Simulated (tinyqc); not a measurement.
RKS/PBE0 in the sto-3g basis, for H2O, spin multiplicity 1, step by step (part 1 of 2). Computed by tinyqc, a small Python program that keeps every step (integrals from PySCF). Settings: charge = 0, multiplicity = 1, basis = sto-3g, energy threshold = 1e-09, iteration cap = 60, orthogonalisation = canonical, start = highest core orbitals, DIIS depth = 4, DIIS from iteration = 2, method = RKS, functional = pbe0, grid = [20, 50]. Command: `OMP_NUM_THREADS=1 python tinyqc.py 26328 26329 out.jsonl` (the two numbers bound the seeds that draw the settings). One thread of a shared host (Intel(R) Xeon(R) Processor @ 2.60GHz), about 0.5 s of CPU time with the checks. Later iterations appear only in the table of the cycle.

## One-electron integrals

Geometry (angstrom):
```
atom       x        y       z
O     0.0000   0.0000  0.0000
H     0.0000   0.7520  0.4950
H     0.0000  -0.8220  0.5410
```

Basis sto-3g: exponents (1/bohr^2) and contraction coefficients of normalised primitives:
```
element  l (shell)  exponent  coefficient
O            s (1)  130.7093       0.1543
O            s (1)   23.8089       0.5353
O            s (1)    6.4436       0.4446
O            s (2)    5.0332      -0.1000
O            s (2)    1.1696       0.3995
O            s (2)    0.3804       0.7001
O            p (3)    5.0332       0.1559
O            p (3)    1.1696       0.6077
O            p (3)    0.3804       0.3920
H            s (1)    3.4253       0.1543
H            s (1)    0.6239       0.5353
H            s (1)    0.1689       0.4446
```

Overlap, kinetic and nuclear-attraction integrals over the contracted functions; the nuclear repulsion is the sum of Za Zb / Rab.

nuclear repulsion = 9.340329 hartree

overlap S, order 1O 1s, 1O 2s, 1O 2px, 1O 2py, 1O 2pz, 2H 1s, 3H 1s:
```
[[1.0000, 0.2367, 0.0000, 0.0000, 0.0000, 0.0617, 0.0506],
 [0.2367, 1.0000, 0.0000, 0.0000, 0.0000, 0.5128, 0.4573],
 [0.0000, 0.0000, 1.0000, 0.0000, 0.0000, 0.0000, 0.0000],
 [0.0000, 0.0000, 0.0000, 1.0000, 0.0000, 0.3445, -0.3207],
 [0.0000, 0.0000, 0.0000, 0.0000, 1.0000, 0.2268, 0.2111],
 [0.0617, 0.5128, 0.0000, 0.3445, 0.2268, 1.0000, 0.2305],
 [0.0506, 0.4573, 0.0000, -0.3207, 0.2111, 0.2305, 1.0000]]
```

kinetic energy T (hartree), order 1O 1s, 1O 2s, 1O 2px, 1O 2py, 1O 2pz, 2H 1s, 3H 1s:
```
[[29.0032, -0.1680, 0.0000, 0.0000, 0.0000, 0.0022, -0.0042],
 [-0.1680, 0.8081, 0.0000, 0.0000, 0.0000, 0.1578, 0.1161],
 [0.0000, 0.0000, 2.5287, 0.0000, 0.0000, 0.0000, 0.0000],
 [0.0000, 0.0000, 0.0000, 2.5287, 0.0000, 0.2756, -0.2205],
 [0.0000, 0.0000, 0.0000, 0.0000, 2.5287, 0.1814, 0.1451],
 [0.0022, 0.1578, 0.0000, 0.2756, 0.1814, 0.7600, 0.0040],
 [-0.0042, 0.1161, 0.0000, -0.2205, 0.1451, 0.0040, 0.7600]]
```

nuclear attraction V (hartree), order 1O 1s, 1O 2s, 1O 2px, 1O 2py, 1O 2pz, 2H 1s, 3H 1s:
```
[[-61.7440, -7.4495, 0.0000, -0.0024, -0.0177, -2.0040, -1.6381],
 [-7.4495, -10.1604, 0.0000, -0.0226, -0.2066, -4.2558, -3.6932],
 [0.0000, 0.0000, -10.0005, 0.0000, 0.0000, 0.0000, 0.0000],
 [-0.0024, -0.0226, 0.0000, -10.1820, -0.0116, -2.5630, 2.2971],
 [-0.0177, -0.2066, 0.0000, -0.0116, -10.0791, -1.7518, -1.5740],
 [-2.0040, -4.2558, 0.0000, -2.5630, -1.7518, -6.0502, -1.5141],
 [-1.6381, -3.6932, 0.0000, 2.2971, -1.5740, -1.5141, -5.7229]]
```

core Hamiltonian H = T + V (hartree), order 1O 1s, 1O 2s, 1O 2px, 1O 2py, 1O 2pz, 2H 1s, 3H 1s:
```
[[-32.7408, -7.6175, 0.0000, -0.0024, -0.0177, -2.0018, -1.6423],
 [-7.6175, -9.3522, 0.0000, -0.0226, -0.2066, -4.0980, -3.5771],
 [0.0000, 0.0000, -7.4718, 0.0000, 0.0000, 0.0000, 0.0000],
 [-0.0024, -0.0226, 0.0000, -7.6533, -0.0116, -2.2875, 2.0766],
 [-0.0177, -0.2066, 0.0000, -0.0116, -7.5504, -1.5704, -1.4289],
 [-2.0018, -4.0980, 0.0000, -2.2875, -1.5704, -5.2902, -1.5100],
 [-1.6423, -3.5771, 0.0000, 2.0766, -1.4289, -1.5100, -4.9629]]
```

## Two-electron integrals

Functions are numbered as in S; the eight-fold symmetry (ij|kl) = (ji|kl) = (kl|ij) leaves the list below.

Two-electron integrals (ij|kl) in chemists' order, unique and non-zero (hartree):
```
(11|11) 4.7851      (21|11) 0.7414      (21|21) 0.1369      (22|11) 1.1189
(22|21) 0.2566      (22|22) 0.8172      (31|31) 0.0245      (32|31) 0.0378
(32|32) 0.1805      (33|11) 1.1158      (33|21) 0.2567      (33|22) 0.8170
(33|33) 0.8802      (41|41) 0.0245      (42|41) 0.0378      (42|42) 0.1805
(43|43) 0.0474      (44|11) 1.1158      (44|21) 0.2567      (44|22) 0.8170
(44|33) 0.7853      (44|44) 0.8802      (51|51) 0.0245      (52|51) 0.0378
(52|52) 0.1805      (53|53) 0.0474      (54|54) 0.0474      (55|11) 1.1158
(55|21) 0.2567      (55|22) 0.8170      (55|33) 0.7853      (55|44) 0.7853
(55|55) 0.8802      (61|11) 0.1969      (61|21) 0.0360      (61|22) 0.0669
(61|33) 0.0668      (61|41) 0.0014      (61|42) 0.0025      (61|44) 0.0671
(61|51) 0.0009      (61|52) 0.0017      (61|54) 1.74e-04    (61|55) 0.0669
(61|61) 0.0096      (62|11) 0.4447      (62|21) 0.1031      (62|22) 0.3596
(62|33) 0.3538      (62|41) 0.0064      (62|42) 0.0473      (62|44) 0.3657
(62|51) 0.0042      (62|52) 0.0312      (62|54) 0.0078      (62|55) 0.3589
(62|61) 0.0276      (62|62) 0.1904      (63|31) 0.0112      (63|32) 0.0637
(63|43) 0.0100      (63|53) 0.0066      (63|63) 0.0283      (64|11) 0.2549
(64|21) 0.0599      (64|22) 0.2233      (64|33) 0.2130      (64|41) 0.0145
(64|42) 0.0918      (64|44) 0.2404      (64|51) 0.0022      (64|52) 0.0185
(64|54) 0.0115      (64|55) 0.2162      (64|61) 0.0168      (64|62) 0.1436
(64|64) 0.1355      (65|11) 0.1678      (65|21) 0.0394      (65|22) 0.1470
(65|33) 0.1402      (65|41) 0.0022      (65|42) 0.0185      (65|44) 0.1451
(65|51) 0.0126      (65|52) 0.0759      (65|54) 0.0132      (65|55) 0.1555
(65|61) 0.0110      (65|62) 0.0945      (65|64) 0.0706      (65|65) 0.0747
(66|11) 0.5601      (66|21) 0.1320      (66|22) 0.5242      (66|33) 0.5028
(66|41) 0.0113      (66|42) 0.1124      (66|44) 0.5471      (66|51) 0.0074
(66|52) 0.0740      (66|54) 0.0291      (66|55) 0.5220      (66|61) 0.0357
(66|62) 0.3380      (66|64) 0.2916      (66|65) 0.1920      (66|66) 0.7746
(71|11) 0.1610      (71|21) 0.0295      (71|22) 0.0549      (71|33) 0.0548
(71|41) -0.0011     (71|42) -0.0021     (71|44) 0.0550      (71|51) 0.0007
(71|52) 0.0014      (71|54) -1.48e-04   (71|55) 0.0549      (71|61) 0.0077
(71|62) 0.0218      (71|64) 0.0121      (71|65) 0.0088      (71|66) 0.0278
(71|71) 0.0064      (72|11) 0.3853      (72|21) 0.0894      (72|22) 0.3146
(72|33) 0.3093      (72|41) -0.0056     (72|42) -0.0425     (72|44) 0.3202
(72|51) 0.0037      (72|52) 0.0280      (72|54) -0.0072     (72|55) 0.3140
(72|61) 0.0231      (72|62) 0.1358      (72|64) 0.0699      (72|65) 0.0658
(72|66) 0.1999      (72|71) 0.0196      (72|72) 0.1490      (73|31) 0.0094
(73|32) 0.0547      (73|43) -0.0089     (73|53) 0.0058      (73|63) 0.0191
(73|73) 0.0214      (74|11) -0.2294     (74|21) -0.0540     (74|22) -0.2027
(74|33) -0.1934     (74|41) 0.0124      (74|42) 0.0806      (74|44) -0.2180
(74|51) -0.0020     (74|52) -0.0171     (74|54) 0.0103      (74|55) -0.1964
(74|61) -0.0133     (74|62) -0.0738     (74|64) -0.0193     (74|65) -0.0349
(74|66) -0.0959     (74|71) -0.0124     (74|72) -0.1166     (74|74) 0.1116
(75|11) 0.1510      (75|21) 0.0355      (75|22) 0.1334      (75|33) 0.1273
(75|41) -0.0020     (75|42) -0.0171     (75|44) 0.1318      (75|51) 0.0107
(75|52) 0.0659      (75|54) -0.0118     (75|55) 0.1409      (75|61) 0.0096
(75|62) 0.0675      (75|64) 0.0340      (75|65) 0.0514      (75|66) 0.1089
(75|71) 0.0081      (75|72) 0.0767      (75|74) -0.0594     (75|75) 0.0605
(76|11) 0.1521      (76|21) 0.0356      (76|22) 0.1335      (76|33) 0.1307
(76|41) -7.16e-05   (76|42) -0.0008     (76|44) 0.1337      (76|51) 0.0024
(76|52) 0.0205      (76|54) -2.01e-04   (76|55) 0.1359      (76|61) 0.0094
(76|62) 0.0682      (76|64) 0.0439      (76|65) 0.0382      (76|66) 0.1210
(76|71) 0.0077      (76|72) 0.0612      (76|74) -0.0418     (76|75) 0.0353
(76|76) 0.0297      (77|11) 0.5195      (77|21) 0.1226      (77|22) 0.4937
(77|33) 0.4737      (77|41) -0.0101     (77|42) -0.1049     (77|44) 0.5152
(77|51) 0.0066      (77|52) 0.0691      (77|54) -0.0273     (77|55) 0.4917
(77|61) 0.0315      (77|62) 0.2157      (77|64) 0.0979      (77|65) 0.1145
(77|66) 0.3309      (77|71) 0.0271      (77|72) 0.2921      (77|74) -0.2610
(77|75) 0.1718      (77|76) 0.1210      (77|77) 0.7746
```

## Orthogonalisation

S = U s U^T; canonical form X = U s^(-1/2), so that X^T S X = 1. Each column of U has its largest component positive (the first on a tie).

eigenvalues of S: [0.3224, 0.4115, 0.8934, 1.0000, 1.0821, 1.3679, 1.9228]

X, order 1O 1s, 1O 2s, 1O 2px, 1O 2py, 1O 2pz, 2H 1s, 3H 1s:
```
[[-0.2806, 0.1211, 0.7635, 0.0000, -0.6085, -0.0071, 0.1563],
 [1.1638, -0.3809, -0.2697, 0.0000, -0.2706, -0.0163, 0.4321],
 [0.0000, 0.0000, 0.0000, 1.0000, 0.0000, 0.0000, 0.0000],
 [0.3747, 0.9032, -0.0031, 0.0000, 0.0144, 0.6720, 0.0233],
 [0.4760, -0.1628, 0.6436, 0.0000, 0.6699, -0.0148, 0.1767],
 [-1.0798, -0.5602, -0.1509, 0.0000, 0.1230, 0.3468, 0.3908],
 [-0.3682, 1.0556, -0.1631, 0.0000, 0.1284, -0.3983, 0.3527]]
```

## Starting guess

The start is the highest orbitals of the core Hamiltonian (a deliberately bad start); D = 2 C_occ C_occ^T.

D at the start, order 1O 1s, 1O 2s, 1O 2px, 1O 2py, 1O 2pz, 2H 1s, 3H 1s:
```
[[0.0236, -0.1478, 0.0000, 0.0290, 0.1367, 0.0975, 0.0917],
 [-0.1478, 1.1763, 0.0000, -0.0348, -0.3574, -1.2528, -0.9636],
 [0.0000, 0.0000, 2.0000, 0.0000, 0.0000, 0.0000, 0.0000],
 [0.0290, -0.0348, 0.0000, 2.7993, -0.0212, -1.2906, 1.1475],
 [0.1367, -0.3574, 0.0000, -0.0212, 1.8665, -0.5428, -0.4458],
 [0.0975, -1.2528, 0.0000, -1.2906, -0.5428, 3.4841, -0.3789],
 [0.0917, -0.9636, 0.0000, 1.1475, -0.4458, -0.3789, 3.0995]]
```

## Iteration 1: exchange-correlation on the grid

Becke grid with 20 radial and 50 angular points per atom, points of zero weight dropped. rho = sum D_ij phi_i phi_j; V_xc,ij = sum w v_xc phi_i phi_j plus the gradient terms; v_xc is d(rho eps)/d rho at fixed gradient. Exact exchange is left to K.

The 8 grid points with the largest w rho, of 2996 (bohr, atomic units):
```
x              y        z       w     rho  |grad rho|^2   eps_xc     v_xc
0.0000   -0.7390  -0.7390  0.0944  0.5229        1.6466  -0.5129  -0.6564
0.0000    0.7390  -0.7390  0.0942  0.5000        1.5116  -0.5060  -0.6468
0.7390    0.0000  -0.7390  0.0947  0.4713        1.2964  -0.4969  -0.6353
-0.7390   0.0000  -0.7390  0.0947  0.4713        1.2964  -0.4969  -0.6353
0.6034   -0.6034  -0.6034  0.0883  0.4961        1.4759  -0.5048  -0.6454
-0.6034  -0.6034  -0.6034  0.0883  0.4961        1.4759  -0.5048  -0.6454
0.3151   -0.3151  -0.9453  0.0846  0.4969        1.4486  -0.5049  -0.6462
-0.3151  -0.3151  -0.9453  0.0846  0.4969        1.4486  -0.5049  -0.6462
```

electrons on the grid, sum of w rho = 10.0006

E_xc = sum of w rho eps_xc = -4.210480 hartree

V_xc (hartree), order 1O 1s, 1O 2s, 1O 2px, 1O 2py, 1O 2pz, 2H 1s, 3H 1s:
```
[[-0.6766, -0.1756, 0.0000, -0.0004, -0.0022, -0.0453, -0.0373],
 [-0.1756, -0.5944, 0.0000, 0.0060, 0.0312, -0.2593, -0.2292],
 [0.0000, 0.0000, -0.5896, 0.0000, 0.0000, 0.0000, 0.0000],
 [-0.0004, 0.0060, 0.0000, -0.6138, 0.0016, -0.1715, 0.1603],
 [-0.0022, 0.0312, 0.0000, 0.0016, -0.5824, -0.1016, -0.0942],
 [-0.0453, -0.2593, 0.0000, -0.1715, -0.1016, -0.4483, -0.0939],
 [-0.0373, -0.2292, 0.0000, 0.1603, -0.0942, -0.0939, -0.4429]]
```

## Iteration 1: building the Kohn-Sham matrix

J_ij = sum D_kl (ij|kl), K_ij = sum D_kl (ik|jl); F = H + J - 0.125 K + V_xc; E = tr D H + tr D J / 2 - 0.0625 tr D K + E_xc + E_nn.

Coulomb J (hartree), order 1O 1s, 1O 2s, 1O 2px, 1O 2py, 1O 2pz, 2H 1s, 3H 1s:
```
[[8.8040, 2.0314, 0.0000, -0.0077, -0.0263, 0.5282, 0.4340],
 [2.0314, 6.8092, 0.0000, -0.0370, -0.0220, 3.1423, 2.7858],
 [0.0000, 0.0000, 6.7378, 0.0000, 0.0000, 0.0000, 0.0000],
 [-0.0077, -0.0370, 0.0000, 6.9074, -0.0007, 2.0306, -1.8950],
 [-0.0263, -0.0220, 0.0000, -0.0007, 6.7781, 1.3350, 1.2319],
 [0.5282, 3.1423, 0.0000, 2.0306, 1.3350, 5.1771, 1.2318],
 [0.4340, 2.7858, 0.0000, -1.8950, 1.2319, 1.2318, 5.0650]]
```

exchange K (hartree), order 1O 1s, 1O 2s, 1O 2px, 1O 2py, 1O 2pz, 2H 1s, 3H 1s:
```
[[0.1786, 0.2326, 0.0000, -0.0052, -0.0272, 0.0655, 0.0572],
 [0.2326, 1.3650, 0.0000, -0.1215, -0.6376, 0.6095, 0.5917],
 [0.0000, 0.0000, 2.0143, 0.0000, 0.0000, 0.0000, 0.0000],
 [-0.0052, -0.1215, 0.0000, 2.1588, -0.0396, 0.6168, -0.6647],
 [-0.0272, -0.6376, 0.0000, -0.0396, 1.8128, 0.1533, 0.1748],
 [0.0655, 0.6095, 0.0000, 0.6168, 0.1533, 1.5496, 0.2374],
 [0.0572, 0.5917, 0.0000, -0.6647, 0.1748, 0.2374, 1.6152]]
```

Kohn-Sham matrix F (hartree), order 1O 1s, 1O 2s, 1O 2px, 1O 2py, 1O 2pz, 2H 1s, 3H 1s:
```
[[-24.6357, -5.7908, 0.0000, -0.0099, -0.0428, -1.5271, -1.2527],
 [-5.7908, -3.3081, 0.0000, -0.0384, -0.1178, -1.2912, -1.0945],
 [0.0000, 0.0000, -1.5753, 0.0000, 0.0000, 0.0000, 0.0000],
 [-0.0099, -0.0384, 0.0000, -1.6296, -0.0058, -0.5055, 0.4250],
 [-0.0428, -0.1178, 0.0000, -0.0058, -1.5813, -0.3561, -0.3130],
 [-1.5271, -1.2912, 0.0000, -0.5055, -0.3561, -0.7551, -0.4018],
 [-1.2527, -1.0945, 0.0000, 0.4250, -0.3130, -0.4018, -0.5427]]
```

total energy of this density = -28.135563 hartree

## Iteration 1: diagonalisation and new density

Diagonalise F' = X^T F X, C = X C', fill 5 alpha and 5 beta electrons from the bottom; D = 2 C_occ C_occ^T. Each column has its largest component positive (the first on a tie).

F' = X^T F X (hartree):
```
[[-0.8849, 0.2547, 1.7327, 0.0000, -1.5929, -0.2331, -0.2169],
 [0.2547, -0.4513, -0.9200, 0.0000, 0.8601, -0.6556, -0.0476],
 [1.7327, -0.9200, -12.3277, 0.0000, 10.3121, 0.1772, -4.7811],
 [0.0000, 0.0000, 0.0000, -1.5753, 0.0000, 0.0000, 0.0000],
 [-1.5929, 0.8601, 10.3121, 0.0000, -11.4636, -0.1617, 4.6902],
 [-0.2331, -0.6556, 0.1772, 0.0000, -0.1617, -1.2670, 0.0129],
 [-0.2169, -0.0476, -4.7811, 0.0000, 4.6902, 0.0129, -3.5524]]
```

orbital energies (hartree): [-24.6359, -2.1218, -1.6400, -1.5753, -1.5594, -0.0366, 0.0468]

coefficients C, order 1O 1s, 1O 2s, 1O 2px, 1O 2py, 1O 2pz, 2H 1s, 3H 1s:
```
[[1.0006, -0.2466, 0.0167, 0.0000, 0.0509, 0.0781, 0.0155],
 [-0.0029, 1.1004, -0.0722, 0.0000, -0.2075, -0.7486, -0.1142],
 [0.0000, 0.0000, 0.0000, 1.0000, 0.0000, 0.0000, 0.0000],
 [0.0005, 0.0912, 1.0479, 0.0000, 0.0437, -0.1761, 0.5189],
 [0.0014, 0.2731, -0.0605, 0.0000, 0.9854, -0.3095, -0.0498],
 [0.0009, -0.1225, -0.0767, 0.0000, -0.0367, 1.1141, -0.7261],
 [0.0011, -0.0942, 0.0918, 0.0000, -0.0330, 0.5778, 1.1062]]
```

D after iteration 1, order 1O 1s, 1O 2s, 1O 2px, 1O 2py, 1O 2pz, 2H 1s, 3H 1s:
```
[[2.1297, -0.5722, 0.0000, -0.0046, -0.0337, 0.0560, 0.0484],
 [-0.5722, 2.5181, 0.0000, 0.0312, 0.2007, -0.2432, -0.2070],
 [0.0000, 0.0000, 2.0000, 0.0000, 0.0000, 0.0000, 0.0000],
 [-0.0046, 0.0312, 0.0000, 2.2165, 0.0091, -0.1863, 0.1723],
 [-0.0337, 0.2007, 0.0000, 0.0091, 2.0986, -0.1299, -0.1277],
 [0.0560, -0.2432, 0.0000, -0.1863, -0.1299, 0.0445, 0.0114],
 [0.0484, -0.2070, 0.0000, 0.1723, -0.1277, 0.0114, 0.0368]]
```

## Iteration 2: exchange-correlation on the grid

As before.

The 8 grid points with the largest w rho, of 2996 (bohr, atomic units):
```
x              y        z       w     rho  |grad rho|^2   eps_xc     v_xc
-0.7390   0.0000   0.7390  0.0929  0.5256        1.7505  -0.5140  -0.6564
0.7390    0.0000   0.7390  0.0929  0.5256        1.7505  -0.5140  -0.6564
0.0000    0.7390  -0.7390  0.0942  0.5140        1.5989  -0.5102  -0.6526
0.0000   -0.7390  -0.7390  0.0944  0.5117        1.5777  -0.5096  -0.6518
0.7390    0.0000  -0.7390  0.0947  0.4992        1.4925  -0.5057  -0.6467
-0.7390   0.0000  -0.7390  0.0947  0.4992        1.4925  -0.5057  -0.6467
-0.7390  -0.7390   0.0000  0.0902  0.5131        1.6545  -0.5102  -0.6514
0.7390   -0.7390   0.0000  0.0902  0.5131        1.6545  -0.5102  -0.6514
```

electrons on the grid, sum of w rho = 9.9992

E_xc = sum of w rho eps_xc = -7.731816 hartree

V_xc (hartree), order 1O 1s, 1O 2s, 1O 2px, 1O 2py, 1O 2pz, 2H 1s, 3H 1s:
```
[[-2.3349, -0.3268, 0.0000, -0.0001, -0.0007, -0.0875, -0.0716],
 [-0.3268, -0.6477, 0.0000, 0.0001, -0.0001, -0.2543, -0.2194],
 [0.0000, 0.0000, -0.6443, 0.0000, 0.0000, 0.0000, 0.0000],
 [-0.0001, 0.0001, 0.0000, -0.6423, 0.0003, -0.1448, 0.1289],
 [-0.0007, -0.0001, 0.0000, 0.0003, -0.6431, -0.0950, -0.0845],
 [-0.0875, -0.2543, 0.0000, -0.1448, -0.0950, -0.2667, -0.0803],
 [-0.0716, -0.2194, 0.0000, 0.1289, -0.0845, -0.0803, -0.2319]]
```

## Iteration 2: building the Kohn-Sham matrix

As before.

Coulomb J (hartree), order 1O 1s, 1O 2s, 1O 2px, 1O 2py, 1O 2pz, 2H 1s, 3H 1s:
```
[[18.6597, 3.5602, 0.0000, 0.0003, 0.0033, 0.9358, 0.7665],
 [3.5602, 8.8337, 0.0000, -0.0002, 0.0004, 3.7812, 3.3007],
 [0.0000, 0.0000, 8.8294, 0.0000, 0.0000, 0.0000, 0.0000],
 [0.0003, -0.0002, 0.0000, 8.8222, -0.0008, 2.2998, -2.0846],
 [0.0033, 0.0004, 0.0000, -0.0008, 8.8263, 1.5131, 1.3711],
 [0.9358, 3.7812, 0.0000, 2.2998, 1.5131, 5.3014, 1.3746],
 [0.7665, 3.3007, 0.0000, -2.0846, 1.3711, 1.3746, 4.9770]]
```

exchange K (hartree), order 1O 1s, 1O 2s, 1O 2px, 1O 2py, 1O 2pz, 2H 1s, 3H 1s:
```
[[9.8490, 1.7192, 0.0000, 0.0002, 0.0013, 0.4731, 0.3894],
 [1.7192, 2.8803, 0.0000, 0.0011, 0.0123, 1.1517, 0.9963],
 [0.0000, 0.0000, 2.3695, 0.0000, 0.0000, 0.0000, 0.0000],
 [0.0002, 0.0011, 0.0000, 2.3730, -0.0013, 0.5672, -0.5070],
 [0.0013, 0.0123, 0.0000, -0.0013, 2.3702, 0.3691, 0.3274],
 [0.4731, 1.1517, 0.0000, 0.5672, 0.3691, 0.7266, 0.3383],
 [0.3894, 0.9963, 0.0000, -0.5070, 0.3274, 0.3383, 0.5635]]
```

Kohn-Sham matrix F (hartree), order 1O 1s, 1O 2s, 1O 2px, 1O 2py, 1O 2pz, 2H 1s, 3H 1s:
```
[[-17.6472, -4.5990, 0.0000, -0.0022, -0.0153, -1.2126, -0.9960],
 [-4.5990, -1.5262, 0.0000, -0.0229, -0.2079, -0.7151, -0.6202],
 [0.0000, 0.0000, 0.4171, 0.0000, 0.0000, 0.0000, 0.0000],
 [-0.0022, -0.0229, 0.0000, 0.2300, -0.0120, -0.2033, 0.1843],
 [-0.0153, -0.2079, 0.0000, -0.0120, 0.3365, -0.1984, -0.1831],
 [-1.2126, -0.7151, 0.0000, -0.2033, -0.1984, -0.3463, -0.2580],
 [-0.9960, -0.6202, 0.0000, 0.1843, -0.1831, -0.2580, -0.2882]]
```

total energy of this density = -73.924456 hartree

## Iteration 2: diagonalisation and new density

As before.

F' = X^T F X (hartree):
```
[[0.5275, 0.1806, 1.0279, 0.0000, -0.7788, 0.0830, 0.3121],
 [0.1806, 0.6970, -0.5760, 0.0000, 0.4867, 0.2671, -0.1994],
 [1.0279, -0.5760, -7.8444, 0.0000, 8.0990, 0.1101, -3.6304],
 [0.0000, 0.0000, 0.0000, 0.4171, 0.0000, 0.0000, 0.0000],
 [-0.7788, 0.4867, 8.0990, 0.0000, -7.5769, -0.1161, 3.6144],
 [0.0830, 0.2671, 0.1101, 0.0000, -0.1161, -0.1070, 0.0542],
 [0.3121, -0.1994, -3.6304, 0.0000, 3.6144, 0.0542, -2.2597]]
```

orbital energies (hartree): [-17.6597, -0.5570, -0.1837, 0.2866, 0.4171, 0.6614, 0.8887]

coefficients C, order 1O 1s, 1O 2s, 1O 2px, 1O 2py, 1O 2pz, 2H 1s, 3H 1s:
```
[[0.9925, -0.1902, -0.0003, -0.1847, 0.0000, -0.1203, -0.0358],
 [0.0339, 0.5702, 0.0104, 0.9143, 0.0000, 0.7750, 0.2638],
 [0.0000, 0.0000, 0.0000, 0.0000, 1.0000, 0.0000, 0.0000],
 [0.0008, 0.0217, -0.3811, -0.0428, 0.0000, -0.2214, 1.1009],
 [0.0046, 0.1798, 0.0041, -0.5462, 0.0000, 0.8848, 0.1847],
 [-0.0090, 0.3467, -0.5575, -0.4231, 0.0000, -0.5565, -0.9333],
 [-0.0074, 0.3013, 0.6366, -0.4208, 0.0000, -0.7752, 0.5494]]
```

D after iteration 2, order 1O 1s, 1O 2s, 1O 2px, 1O 2py, 1O 2pz, 2H 1s, 3H 1s:
```
[[2.1109, -0.4873, 0.0000, 0.0095, 0.1425, 0.0069, 0.0257],
 [-0.4873, 2.3247, 0.0000, -0.0614, -0.7933, -0.3904, -0.4132],
 [0.0000, 0.0000, 2.0000, 0.0000, 0.0000, 0.0000, 0.0000],
 [0.0095, -0.0614, 0.0000, 0.2950, 0.0515, 0.4761, -0.4361],
 [0.1425, -0.7933, 0.0000, 0.0515, 0.6613, 0.5822, 0.5731],
 [0.0069, -0.3904, 0.0000, 0.4761, 0.5822, 1.2202, -0.1447],
 [0.0257, -0.4132, 0.0000, -0.4361, 0.5731, -0.1447, 1.3464]]
```
